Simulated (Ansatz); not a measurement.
A made-up structure of Si2H2Cl, doublet:

```xyz
5
angstrom
Si -1.1305 0.6102 -1.6223
Si 0.4579 -0.0399 0.2399
Cl 2.7170 0.3620 0.2187
H -2.2423 -0.1230 -0.5342
H 0.1979 -0.8094 1.6978
```

It is relaxed with PBE-D4/def2-SVP and then PBE0-D4/def2-TZVP (Ansatz 0.2.0). Atoms count as bonded within 1.22 times the sum of their covalent radii (H–H: 0.88 Å). The end point is not checked to be a true minimum.

Question: Does its bonding change? (A judgement: the text doesn't fix the answer.)

Answer: By the calculation: No: no bond forms or breaks.

Where it ends: The first stage lowers the energy by 0.79 eV in 6 steps. It ends as Si₂H₂Cl ([SiH][SiH][Cl]):
Si1  (-1.008, 0.545, -1.448)
Si2  (0.408, -0.037, 0.216)
Cl3  (2.425, 0.324, 0.193)
H4  (-2.005, -0.109, -0.480)
H5  (0.180, -0.724, 1.519)
(Å)

Labels in which every atom is bracketed show which atoms are joined, not bond orders.

For scale, one of the runs: PBE0-D4/def2-TZVP relaxation, 123 basis functions, launched by `ansatz run in.yaml --threads 2 --pin off --events-out ev --progress --plain --max-ram 4352MiB`. Hardware: 2 CPU threads of an Arm Neoverse V2, shared host. Wall time about 19 s.
